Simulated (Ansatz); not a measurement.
**PH2 (doublet): from Hartree-Fock to the top rungs, cc-pV(Q+d)Z**

One table from this session's results is given with a row withheld; the runs are named, their logs left out.

Program: Ansatz 0.2.0, Gaussian basis. Level of theory: cc-pV(Q+d)Z, core rule «outside noble gas», up to 5 orbitals frozen. These are calculated values, not measurements.

The runs, in order: UHF; CCSD(T) on ROHF; CCSD(T) on UHF; CCSDT(Q) on UHF.

## The system

The geometry is an MP2(full)/6-31G* stationary point (not a proven minimum).

3 atoms, charge 0, spin multiplicity 2.

Atoms are counted from 1 here; the program's logs count them from 0.

Bond lengths: P1–H2 1.419 Å, P1–H3 1.419 Å. Angles: H2–P1–H3 92.6°.

Set-up of the first run:

in.yaml reads:

```yaml
crystal:
  periodic: [false, false, false]
  atoms:
    - {symbol: P, position_ang: [0.000000, 0.000000, 0.059937]}
    - {symbol: H, position_ang: [0.000000, 1.025642, -0.920927]}
    - {symbol: H, position_ang: [0.000000, -1.025642, -0.920927]}
basis:
  gaussian: {orbitals: "cc-pV(Q+d)Z.json"}
magnetization: {spin_polarized: true, initial_magnetization: 1}
hamiltonian: {xc: hf}
output: {orbitals: {seedname: orbitals}}
```

The run is started by

```
$ ansatz run in.yaml --threads 1 --pin off --events-out ev --progress --plain --max-ram 3956MiB --backend cpu
```

Steps of the session up to this table: UHF; CCSD(T) on ROHF; CCSD(T) on UHF; CCSDT(Q) on UHF.

One table of the session follows, with a row left open; its other results are not shown here.

| method | from UCCSDT(Q) (meV) |
| --- | --- |
| ROHF | +5044.8 |
| UHF | +4891.5 |
| RMP2 | +851.8 |
| UMP2 | ? |
| RCCSD | +210.3 |
| UCCSD | +204.8 |
| RCCSD(T) | +31.0 |
| UCCSD(T) | +31.3 |
| UCCSDT | +6.4 |
| UCCSDT(Q) | 0 |

Q: Estimate the row for UMP2 from the others.

**Answer.** from UCCSDT(Q) (meV): +884.9. In the column «from UCCSDT(Q) (meV)» it lies between RMP2 (+851.8) and UHF (+4891.5).

With the free atoms at the same levels and basis (separate runs), the atomisation energy is 6.612 eV at UCCSDT(Q), 6.608 eV at RCCSD(T), 6.606 eV at UCCSD(T), 4.585 eV at ROHF.

Limits of these values: Restricted and unrestricted rows rest on different reference determinants; where their highest levels disagree by more than a few hundredths of an eV, they describe different states and don't form one ladder.
